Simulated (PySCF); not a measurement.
# C2H7 (CH3 ... H- ... CH3): the cost of one run

Programs: PySCF 2.14.0, with routines of our own; each step states its level. All values are computed. Atoms count from 0.

## Step 1: The starting structure

9 atoms, charge -1, high-spin multiplicity 3; geometry from: GFN2-xTB fragments, placed rigidly.

The system (radical pair across a spacer): CH3···H-···CH3. The radical centres are 3.00 Å apart, tilted by 45 degrees; the spin sites are atoms 0, 1, 2, 3 (1 unpaired) and atoms 4, 5, 6, 7 (1 unpaired).

## Step 2: Magnetic exchange: CASSCF and SC-NEVPT2/def2-TZVP (2,2)

What the job is given:

```
{"job": {"kind": "cas", "basis": "def2-TZVP", "active": "magnetic", "zfs": true}, "charge": -1, "high_spin_multiplicity": 3, "spin_sites": [[[0, 1, 2, 3], 1], [[4, 5, 6, 7], 1]]}
C     -0.000000    -0.000000    -1.498000
H      0.651900    -0.845200    -1.498200
H      0.406000     0.987100    -1.498200
H     -1.058100    -0.142000    -1.498200
C     -0.000000    -0.000000     1.498000
H     -0.501400     0.821900     1.037200
H      0.998500    -0.244800     1.211100
H     -0.496900    -0.576900     2.246300
H     -0.000000    -0.000000     0.000000
```

With the program's defaults for keys left out, this is: CASSCF and SC-NEVPT2/def2-TZVP spin states, gas phase.

Command:

```
$ OMP_NUM_THREADS=1 python exch_run.py task.json out
```

The driver reads the jobs from task.json and runs them one after another.

Q: Estimate the wall time and peak memory of this first job on 1 thread of Arm Neoverse N1, shared host.

About 3.7 s, with a peak of 0.24 GiB.
